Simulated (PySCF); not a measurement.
**Level sweep**

Compound: 2-methyl-1-butene, C5H10.
SMILES: `C=C(C)CC`

PySCF, dipoles from the SCF density, polarisabilities from static response with core orbitals frozen. One conformer (not necessarily the lowest) at the PBE0-D3(BJ)/def2-SVP geometry, without solvent, vibrations or thermal averaging.

The anisotropy is √(½[(α1 − α2)² + (α2 − α3)² + (α3 − α1)²]).

```csv
level,μ (D),α (Å³),anisotropy (Å³)
LDA/def2-SVPD,0.617,9.93,3.05
PBE/def2-SVPD,0.572,9.77,3.05
B3LYP/def2-SVPD,0.555,9.56,2.99
PBE0/def2-SVPD,0.561,9.47,2.97
BHandHLYP/def2-SVPD,0.549,9.30,2.96
CAM-B3LYP/def2-SVPD,0.558,9.43,2.94
wB97X-D/def2-SVPD,0.568,9.44,2.91
LC-wPBE/def2-SVPD,0.553,9.18,2.85
HF/def2-SVPD,0.560,9.10,3.00
PBE0/6-31G*,0.506,7.87,3.52
PBE0/6-31+G*,0.572,8.94,3.13
PBE0/def2-SVP,0.571,8.26,3.38
PBE0/aug-cc-pVDZ,0.578,9.73,3.01
PBE0/def2-TZVP,0.563,9.27,3.23
PBE0/def2-TZVPD,0.573,9.68,3.01
```

The dipole runs from 0.51 D (PBE0/6-31G*) to 0.62 D (LDA/def2-SVPD). No reference polarisability is at hand; against PBE0 in the largest diffuse basis at hand (def2-TZVPD) the other PBE0 rows deviate by 6-31G* -19%, 6-31+G* -8%, def2-SVP -15%, def2-SVPD -2%, aug-cc-pVDZ +1%, def2-TZVP -4%. In one basis (def2-SVPD) the functionals order the polarisability from HF (lowest) to LDA (highest), a spread of 9%. With PBE0 the polarisability is 8.47 Å³ without diffuse functions (mean of 6-31G*, def2-SVP and def2-TZVP) and 9.46 Å³ with them (mean of 6-31+G*, def2-SVPD, aug-cc-pVDZ and def2-TZVPD).
